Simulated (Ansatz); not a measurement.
**AlBSi (triplet): from Hartree-Fock to the top rungs, cc-pVTZ**

An exercise on one series of results from a longer session: the logs are not shown, and one member is left open.

The runs use Ansatz 0.2.0, Gaussian basis; cc-pVTZ, core rule «outside noble gas», up to 11 orbitals frozen.

Plan: UHF; CCSD(T) on ROHF; CCSD(T) on UHF; BCCD(T) on ROHF; CCSDT(Q) on ROHF; CCSDT(Q) on UHF; CASSCF and NEVPT2, 10 electrons in 12 orbitals.

6 further runs of the same task are left out: 2 for a known fault of the program, 4 set aside as unsound or not needed.

## What is computed

The geometry is a PBE0/def2-TZVP stationary point (not a proven minimum) of the parent state, kept for this charge and spin.

3 atoms, charge 0, spin multiplicity 3.

Atoms are counted from 1 here; the program's logs count them from 0.

Bond lengths: Al1–B2 1.956 Å, Al1–Si3 2.412 Å, B2–Si3 1.863 Å. Angles: B2–Al1–Si3 49.2°, Al1–B2–Si3 78.3°, Al1–Si3–B2 52.6°.

Set-up of the first run:

The input, in.yaml:

```yaml
crystal:
  periodic: [false, false, false]
  atoms:
    - {symbol: Al, position_ang: [0.000000, -0.235516, 1.239346]}
    - {symbol: B, position_ang: [0.000000, 1.236586, -0.048093]}
    - {symbol: Si, position_ang: [0.000000, -0.249742, -1.172118]}
basis:
  gaussian: {orbitals: cc-pVTZ}
magnetization: {spin_polarized: true, initial_magnetization: 2}
hamiltonian: {xc: hf}
output: {orbitals: {seedname: orbitals}}
```

On the command line:

```sh
$ ansatz run in.yaml --threads 1 --pin off --events-out ev --progress --plain --max-ram 3968MiB --backend cpu
```

Among the steps run: UHF; CCSD(T) on ROHF; CCSD(T) on UHF; BCCD(T) on ROHF; CCSDT(Q) on ROHF; CCSDT(Q) on UHF; CASSCF and NEVPT2, 10 electrons in 12 orbitals.

One of the session's tables, all rows but one given; the rest of the session is left out.

```
        method  from RCCSDT(Q) (meV)
          ROHF               +8148.2
           UHF               +7742.2
          RMP2               +1198.3
          UMP2               +1625.0
         RCCSD                +751.1
         UCCSD                     ?
      RCCSD(T)                 +99.2
      UCCSD(T)                +135.2
       BCCD(T)                 +96.2
        RCCSDT                 +75.5
        UCCSDT                 +72.6
     RCCSDT(Q)                     0
     UCCSDT(Q)                  -6.6
CASSCF valence               +4410.0
NEVPT2 valence                +976.0
```

**Question.** Estimate the row for UCCSD.

The run gave: from RCCSDT(Q) (meV): +742.7. In the column «from RCCSDT(Q) (meV)» it lies between UCCSD(T) (+135.2) and RCCSD (+751.1).

Caveats from the session: Warnings: spin contamination; large T1 diagnostic. Restricted and unrestricted rows rest on different reference determinants; where their highest levels disagree by more than a few hundredths of an eV, they describe different states and don't form one ladder.
